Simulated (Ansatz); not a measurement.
The input, for Ansatz 0.2.0:

```yaml
crystal:
  periodic: [false, false, false]
  atoms:
    - {symbol: Si, position_ang: [0.008458, 0.003016, -0.044924]}
    - {symbol: H, position_ang: [1.258842, 0.026045, 0.419525]}
    - {symbol: H, position_ang: [-0.800944, 1.199046, 0.405255]}
    - {symbol: H, position_ang: [-0.693565, -1.309124, 0.426999]}
basis:
  gaussian: {orbitals: 6-31G}
magnetization: {spin_polarized: false, initial_magnetization: 1}
correlation: {method: fic_nevpt4_sd, electrons: outside_noble_gas, active_space: {window: {electrons: 7, orbitals: 4}}}
accuracy: high
```

```sh
$ ansatz run in.yaml --threads 1 --pin off --events-out ev --progress --plain --max-ram 2393MiB
```

The program prints:

```
414 factors; integrals over basis functions are off by at most 2.6e-9 eV
mean field evaluation 1: about -7906.0057 eV, gradient 6.9e0 eV
mean field evaluation 2: about -7906.0075 eV, gradient 6.9e0 eV
mean field evaluation 4: about -7906.3639 eV, gradient 2.1e-1 eV
mean field evaluation 8: about -7906.3646 eV, gradient 1.3e-4 eV
mean field -7906.36457272 eV, -290.5535389211 hartree, gradient 2.1e-8 eV, S^2 0.750000; 0 other end points of the search recorded, 0 dependent functions left out
reference -7906.36457272 eV, -290.5535389211 hartree; 9, 8 occupied and 10, 11 virtual orbitals, 414 factors
state -7906.36457272 eV, -290.5535389211 hartree
state -7906.36457272 eV, -290.5535389211 hartree; corrected -7908.09393382 eV, -290.6170917694 hartree
Total energy: -7908.09393382 eV, -290.6170917694 hartree
```

Natural occupations: 2.0000 2.0000 2.0000 1.0000.

Ran on 1 thread of Intel Xeon Platinum 8488C, shared host: 0.24 s wall, 0.08 GiB peak host memory.
